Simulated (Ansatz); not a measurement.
Reaction (hydrogen abstraction from a P–H bond): `O=P` + F• → `O=[P]`• + H–F

Isolated molecules relaxed with PBE0-D4/def2-TZVP in Ansatz; ΔE leaves out vibrations. CCSD(T)/CBS is frozen-core, at the limit of the def2 triple- and quadruple-zeta sets. Functionals use def2-TZVPP. Open shells (•) are unrestricted, without spin–orbit coupling. Spin–orbit coupling would lower the free atoms: a little for F.

```
        level  ΔE (eV)
   r2SCANh-D4    -2.98
         PBE0    -3.00
        BHLYP    -2.73
HF/def2-QZVPP    -2.04
```

(1) What does CCSD(T)/CBS give? (Estimate.)

Largest T1 diagnostic among the species: 0.025, so the coupled-cluster value is less sure than usual.

Results:

(1) Computed: -3.10 eV. The listed levels differ from it by 0.12, 0.10, 0.37, 1.06 eV.

At CCSD(T), def2-SVP lies +0.35 eV from the extrapolated value and def2-TZVPP +0.11 eV. From PBE to PBE0 (25 % exact exchange), in def2-TZVPP and without D4, ΔE moves by +0.22 eV. Leaving LDA and LC-ωPBE aside and taking each functional with its dispersion term where it has one, the values, not all of them listed here, spread over 0.49 eV, from PBE-D4 to BHLYP-D4. LDA lies −0.46 eV from PBE without D4.

CCSD(T)/CBS has its own doubt, a few kJ/mol and more with outer-core shells, so smaller differences from it don't rank the levels.
